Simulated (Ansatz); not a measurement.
The input, for Ansatz 0.2.0:

```yaml
crystal:
  periodic: [false, false, false]
  atoms:
    - {symbol: N, position_ang: [0.000000, 0.000000, 0.591786]}
    - {symbol: Mg, position_ang: [0.000000, 0.000000, -3.245001]}
    - {symbol: H, position_ang: [0.000000, 0.000000, 2.653215]}
basis:
  gaussian: {orbitals: 6-31G, point_charges: [{charge: -0.50, position_ang: [4.660, -0.734, -0.785]}]}
magnetization: {spin_polarized: false, initial_magnetization: 2}
hamiltonian: {xc: {name: r2SCAN}}
correlation: {method: bccd_t, electrons: outside_noble_gas, diis_vectors: 12}
output: {forces: true}
```

```sh
$ ansatz run in.yaml --threads 1 --pin off --events-out ev --progress --plain --max-ram 2393MiB
```

Output:

```
296 factors; integrals over basis functions are off by at most 2.3e-4 eV
mean field evaluation 1: about -6916.0231 eV, gradient 5.5e1 eV
mean field evaluation 2: about -6916.0238 eV, gradient 5.5e1 eV
mean field evaluation 4: about -6891.5348 eV, gradient 9.8e1 eV
mean field evaluation 8: about -6936.4076 eV, gradient 6.7e0 eV
mean field evaluation 16: about -6940.7385 eV, gradient 4.9e-1 eV
mean field evaluation 32: about -6930.7430 eV, gradient 2.2e1 eV
mean field evaluation 64: about -6892.7957 eV, gradient 3.8e1 eV
mean field -6940.74965578 eV, -255.0678452408 hartree, gradient 3.9e-6 eV, S^2 2.000000; 4 other end points of the search recorded, 0 dependent functions left out
unrestricted determinant -6924.71934309 eV, -254.4787421151 hartree, S^2 2.9103
6 core orbitals not correlated: weight in the atoms' cores, before any rotation towards them, 1.000 or more for the frozen orbitals, at most 0.000 for the correlated occupied ones
reference -6921.29037620 eV, -254.3527299064 hartree; 5, 3 occupied and 13, 15 virtual orbitals, 296 factors
second order -3.27972084 eV of doubles, -0.31886318 eV of singles
cycle   1  -4.18026510 eV  change   -9.6e-1 eV  update   1.5e-1
cycle   2  -4.71707432 eV  change   -5.4e-1 eV  update   1.1e-1
cycle   3  -5.01712953 eV  change   -3.0e-1 eV  update   7.8e-2
...
cycle  20  -5.42062973 eV  change   -1.8e-6 eV  update   4.2e-5
cycle  21  -5.42066140 eV  change   -3.2e-5 eV  update   2.9e-5
cycle  22  -5.42065306 eV  change    8.3e-6 eV  update   1.7e-5
cycle  23  -5.42063489 eV  change    1.8e-5 eV  update   1.1e-5
cycle  24  -5.42062951 eV  change    5.4e-6 eV  update   5.6e-6
cycle  25  -5.42063361 eV  change   -4.1e-6 eV  update   3.4e-6
cycle  26  -5.42063449 eV  change   -8.7e-7 eV  update   1.7e-6
cycle  27  -5.42063546 eV  change   -9.8e-7 eV  update   7.9e-7
cycle  28  -5.42063449 eV  change    9.7e-7 eV  update   4.6e-7
cycle  29  -5.42063449 eV  change    5.5e-9 eV  update   3.2e-7
perturbative correction -0.04789175 eV, -0.0017599895 hartree
WARN: these amplitudes may be one of several solutions (largest doubles amplitude 0.20, level shift 1.83 eV)
the calculation of the forces begins
Total energy: -6926.75890245 eV, -254.5536945392 hartree
Atom 0 at     0.000000     0.000000     0.591786 Å, force    -0.000087     0.000014     0.992669 eV/Å
Atom 1 at     0.000000     0.000000    -3.245001 Å, force     0.011544    -0.001818    -0.025490 eV/Å
Atom 2 at     0.000000     0.000000     2.653215 Å, force     0.002348    -0.000370    -0.962792 eV/Å
Dipole moment:     0.140997    -0.022208     0.132083 e Å
```

Forces (eV/Å):
```
N    0.000  0.000  0.993
Mg   0.012 -0.002 -0.025
H    0.002  0.000 -0.963
```

The singles that turn the determinant into the Brueckner one have T1 = 0.188.

Ran on 1 thread of INTEL XEON PLATINUM 8581C, shared host: 4 s wall, 0.18 GiB peak host memory.
